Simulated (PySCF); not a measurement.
## Working out the ionisation energy of P

P [Ne] 3s2 3p3 (4S) → P⁺ [Ne] 3s2 3p2 (3P). Computed with PySCF 2.14 in aug-cc-pV(T+d)Z with one added diffuse shell each of s, p, d, f type (7s6p5d3f, 71 functions), with no relativity, point nucleus. Frozen: [Ne]. Energies in hartree (1 hartree = 27.21139 eV):

```csv
part,P (lower),P⁺ (upper)
UHF,-340.716505,-340.352334
MP2 opposite-spin,-0.061349,-0.052334
MP2 same-spin,-0.023162,-0.010619
```

Problem. What does Hartree-Fock give?

Solution. (-340.352334) − (-340.716505) = 0.364171 hartree = 9.910 eV.

Problem. What do MP2 and SCS-MP2 (6/5 opposite-spin, 1/3 same-spin) give?

Solution. The opposite-spin parts differ by 0.245 eV and the same-spin parts by 0.341 eV. MP2: 9.910 + (0.245) + (0.341) = 10.496 eV. SCS-MP2: 9.910 + 1.2 × (0.245) + (0.341)/3 = 10.318 eV.

Measured between the centres of the two terms (NIST): 10.526 eV, so MP2 (valence) is off by -0.030 eV.

What remains against the reference includes basis incompleteness, the frozen core and correlation beyond second order.
